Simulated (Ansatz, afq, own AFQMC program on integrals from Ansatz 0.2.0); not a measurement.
## GeH3O, doublet: AFQMC among the cluster methods

```csv
atom,x (Å),y (Å),z (Å)
Ge,-0.0304,-0.0304,0.3232
O,0.0854,0.0934,-1.4546
H,0.7561,-1.2887,0.7949
H,0.6241,1.2767,0.8252
H,-0.5428,0.7196,-1.8222
```

Connectivity, by distances: GeH2–OH.

Basis cc-pVDZ. Only valence electrons are correlated. Ansatz 0.2.0 and our own AFQMC program on the same integrals; the CISD trial comes from CCSD amplitudes, and released means the phaseless constraint is let go. Error bars are statistical, one sigma. No spin–orbit coupling.

Determinant: UHF, the one that the program's search chose, which needn't be the lowest solution. The geometry is a point of a scan.

No full CI on the walks' own integrals is used here. The released AFQMC energy serves as the reference, which it does only where one determinant dominates, the energy is flat over the last release times and near the phaseless one (40 meV or 2 meV an electron, half that with transition metals). On small molecules, where full CI could be run and the noise was under 10 meV, such values lay within 10 meV of it in 19 cases of 20, a flattering rate, since the rule was set on those same cases; what remains of the bias isn't in the error bar.

Cautions: no relativity below Rb; no spin-orbit coupling; inner d shell frozen; the released value is read at 2.40 1/Eh with a noise of 29 meV, more than in the cases checked (meV from the phaseless value at times in 1/Eh: 8 ± 17 at 0.24, -26 ± 18 at 0.51, -12 ± 19 at 0.99, -32 ± 22 at 1.62, -39 ± 29 at 2.40).

The T1 diagnostic is 0.0165 and the weight of the determinant in the CISD state is 0.892. The ⟨S²⟩ of the determinant is 0.754. The size of the correlated space is 13 electrons in 41 orbitals.

| level | correlation energy (eV) |
| --- | --- |
| MP2 | -7.4880 |
| CCSD | -8.1051 |
| CCSD(T) | -8.2809 |

Q: Estimate where phaseless AFQMC with the Hartree–Fock trial lies against CCSD(T) on the same integrals.

A: 7.02 ± 3.19 kcal/mol below CCSD(T).

Reference: AFQMC with the constraint released, correlation energy -8.324 ± 0.029 eV.

```csv
level,E − E(reference) (kcal/mol),share of correlation (%)
CCSD(T),1.00 ± 0.68,99.48
ph-AFQMC/HF,-6.02 ± 3.26,103.14
ph-AFQMC/CISD,0.90 ± 0.76,99.53
```

Released energies are given only where the last usable release times agree within the noise; a slower fall can still hide under it.
